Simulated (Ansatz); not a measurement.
A ladder of methods for BNH3 (SMILES B[NH])

BNH3 has 5 atoms, charge 0, and is taken as a doublet. SMILES: `B[NH]`. The coordinates come from a PBE0-D4/def2-TZVP relaxation.

```xyz
5

B    -0.3108   -0.3701   -0.0916
N     0.5312    0.6552   -0.0198
H    -0.4148   -1.1074    0.8625
H    -0.9641   -0.5731   -1.0819
H     1.2084    1.3217    0.2893
```

Quantity: the energy change with the B1–H4 bond stretched from 1.204 to 3.009 Å, in eV. The values are calculated.

| level | kind | program | value (eV) | less FCI/STO-3G | CPU time (all runs) |
| --- | --- | --- | --- | --- | --- |
| UBLYP/STO-3G | GGA | Ansatz | 3.93 | +0.76 | 2.3 s |
| UPBE/STO-3G | GGA | Ansatz | 3.92 | +0.75 | 2.5 s |
| UB3LYP/STO-3G | global hybrid | Ansatz | 4.24 | +1.07 | 2.6 s |
| U-wB97X/STO-3G | range-separated hybrid | Ansatz | 4.38 | +1.21 | 15 s |
| UCAM-B3LYP/STO-3G | range-separated hybrid | Ansatz | 4.39 | +1.22 | 3.1 s |
| RPA@PBE/STO-3G | RPA | Ansatz | 3.25 | +0.08 | 3 s |
| UCCSD(T)/STO-3G | coupled cluster or CI | Ansatz | 3.27 | +0.10 | 0.36 s |
| UCCSDTQ/STO-3G | coupled cluster or CI | Ansatz | 3.17 | 0.00 | 39 s |
| FCI/STO-3G | exact in the basis | Ansatz | 3.17 | 0.00 | 3.2 s |

FCI/STO-3G is exact within its basis and frozen core, so for wave-function methods in that basis the difference is their error; functionals converge differently with the basis, so for them it is only a difference. The first shape isn't each level's own minimum. The values span 3.17 to 4.39 eV. Spin contamination of the reference (⟨S²⟩ at least 0.1 too high) touches UCCSD(T)/STO-3G, UCCSDTQ/STO-3G. All rows use very small basis sets, so even the best lies far from the true value. CPU times are rough (shared hosts, several kinds of processor): they show what a rung costs within a factor of a few.
